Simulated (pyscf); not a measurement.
## Hydrogen abstraction: methylamine (H₃C–NH₂) + methyl (CH₃•) → •H₂C–NH₂ + methane (CH₄)

Gas phase, doublet surface, charge 0. Bonds broken: C1–H3. Bonds formed: H3–C8. Optimised with ωB97X-D3(BJ)/def2-SVP in PySCF.

Transition state (Å):

```xyz
11

C     -0.6052    -0.6473     0.0871
N      0.6921    -0.0831    -0.1227
H     -1.4631     0.3097     0.1508
H     -0.7635    -1.2118     1.0251
H     -0.9407    -1.2367    -0.7783
H      1.1695     0.1456     0.7441
H      1.3025    -0.6685    -0.6864
C     -2.2762     1.4834     0.1531
H     -1.6251     2.2039    -0.3569
H     -2.4583     1.7156     1.2102
H     -3.1841     1.2247    -0.4064
```

One imaginary mode, 1668i cm⁻¹; descent along it reached the two sides named.

| bond | change | reactant side (Å) | saddle | product side |
|---|---|---|---|---|
| C1–H3 | breaks | 1.102 | 1.287 | 4.8 |
| H3–C8 | forms | 3.5 | 1.428 | 1.100 |

Electronic energies relative to the separated reactants (kJ/mol):

| level | barrier | reaction energy | reverse barrier |
|---|---|---|---|
| ωB97X-D3(BJ)/def2-TZVP | 50.4 | -58.5 | 108.9 |
| PBE/def2-TZVP | 23.2 | -65.2 | 88.4 |
| r²SCAN/def2-TZVP | 40.2 | -56.0 | 96.1 |
| B3LYP-D3(BJ)/def2-TZVP | 41.1 | -60.0 | 101.1 |
| PBE0-D3(BJ)/def2-TZVP | 38.5 | -58.2 | 96.7 |
| M06-2X/def2-TZVP | 54.5 | -54.0 | 108.5 |
| ωB97M-D3(BJ)/def2-TZVP | 54.6 | -57.1 | 111.7 |
| HF/def2-TZVP | 118.9 | -35.2 | 154.1 |

With ωB97M-D3(BJ)/def2-TZVP energies and thermal terms (ideal gas, 1 atm, RRHO with modes under 100 cm⁻¹ raised to 100, one conformer, R ln 2 for chiral ones without a mode under 150 cm⁻¹), in kJ/mol:

| T (K) | ΔH‡ | ΔG‡ | ΔH | ΔG |
|---|---|---|---|---|
| 298 | 47.5 | 83.3 | -54.7 | -52.8 |
| 600 | 49.5 | 119.1 | -55.2 | -50.6 |
| 900 | 53.0 | 153.2 | -55.5 | -48.2 |
| 1200 | 56.7 | 186.0 | -55.7 | -45.8 |

One saddle was located; it need not be the lowest between these sides. The angle at the transferred H is 172°.
